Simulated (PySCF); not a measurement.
# Simulated absorption spectrum

Species: 3-chloropropionamide, C₃H₆ClNO.
Geometry (PBE0-D3(BJ)/def2-SVP, Å), atoms numbered from 1 in this order:
```xyz
12
C3H6ClNO angstrom
N      0.599    1.647    0.995
C      0.193    0.433    0.553
O      0.856   -0.576    0.679
C     -1.162    0.402   -0.148
C     -2.313    1.094    0.555
Cl    -2.271    2.888    0.400
H      0.021    2.473    0.897
H      1.491    1.704    1.470
H     -1.408   -0.664   -0.251
H     -1.051    0.810   -1.167
H     -3.273    0.787    0.121
H     -2.330    0.873    1.631
```

Computed, not measured: PySCF, TDDFT CAM-B3LYP/def2-SVPD, vertical, gas phase, core orbitals frozen in the response.

Computed states:

```tsv
state	E (eV)	f
S1	5.68	0.0004
S2	7.28	0.017
S3	7.38	0.017
S4	7.45	0.027
S5	7.51	0.034
S6	7.66	0.100
```

Each state is given a Gaussian of 0.4 eV full width at half maximum, with ε(max) = 2.175×10⁸ f / Δν̃ (Δν̃ the width in cm⁻¹). The width is an assumption, not a result. The curve ends short of the highest state used, and states not computed would add to its high-energy end.

Problem. What does the envelope look like, and where are its maxima?

Solution. 
| λ (nm) | ε (L mol⁻¹ cm⁻¹) |
| --- | --- |
| 175.6 | 911 |
| 178.5 | 246 |
| 181.5 | 46 |
| 184.5 | 6 |
| 187.4 | 1 |
| 190.4 | 0 |
| 193.4 | 0 |
| 196.4 | 0 |
| 199.3 | 0 |
| 202.3 | 1 |
| 205.3 | 3 |
| 208.2 | 7 |
| 211.2 | 14 |
| 214.2 | 21 |
| 217.1 | 25 |
| 220.1 | 24 |
| 223.1 | 19 |
| 226.0 | 13 |
| 229.0 | 7 |
| 232.0 | 3 |
| 235.0 | 1 |
| 237.9 | 1 |
| 240.9 | 0 |
| 243.9 | 0 |

Maxima: 218 nm (5.68 eV), ε about 26, made up of S1 (100%) (ε in L mol⁻¹ cm⁻¹; maxima over ε = 5, shares over 10%). At its high-energy end, 7.06 eV, the curve is still rising (ε about 910, from S2, S3 and S4).

Problem. Coming from long wavelengths, where does ε first pass 100 L mol⁻¹ cm⁻¹?

Solution. At about 180 nm (6.88 eV), 1.20 eV above S1.

Problem. What would ε be at 5.68 eV, the highest of these maxima, with half the width (0.2 eV)?

Solution. About 51.2 L mol⁻¹ cm⁻¹ against 25.6, a factor of about 2.00; a lone state at its own centre would give exactly 2.

Problem. On this curve, what absorbance would a 10⁻⁵ mol/L sample give at 222 nm over a 1 cm path?

Solution. 222 nm is 5.585 eV, where ε is about 22 L mol⁻¹ cm⁻¹, so A = ε c l ≈ 0.00022 (Beer–Lambert, with the gas-phase spectrum and the assumed width).

One conformer stands for the species.
